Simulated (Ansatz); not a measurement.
# Predicting a hybrid from its neighbours: C3H6O (propylene oxide)

C3H6O has 10 atoms, charge 0, and is taken as a singlet. SMILES: `CC1CO1`. The coordinates come from a PBE0-D4/def2-TZVP relaxation.

The HOMO–LUMO gap y, in eV, basis def2-SVP; a is the functional's share of exact exchange. Programs: Ansatz 0.2.0.

```
functional  program     a  y (eV)
      BLYP   Ansatz     0    7.00
    r2SCAN   Ansatz     0    8.40
     B3LYP   Ansatz   0.2    9.12
      PBE0   Ansatz  0.25       ?
   r2SCAN0   Ansatz  0.25   10.65
     BHLYP   Ansatz   0.5   12.15
```

**Question.** Fit y = c + s·a to the known rows and predict PBE0.

**Answer.** 
1. Means of the 5 rows: a = 0.1900, y = 9.464.
2. Σ(Δa)² = 0.172, Σ(Δa·Δy) = 1.5707, so the slope is 1.5707/0.172 = 9.132.
3. Intercept: 9.464 − (9.132) × 0.1900 = 7.729. The largest residual of the fit is 0.73.
4. PBE0: 7.729 + (9.132) × 0.25 = 10.01 eV.

The run gave 9.82 eV, so the prediction is off by +0.19 eV, within the scatter of the fit. Exact exchange lowers occupied levels and raises empty ones. The rows mix families of semi-local functionals, which the line can't see.
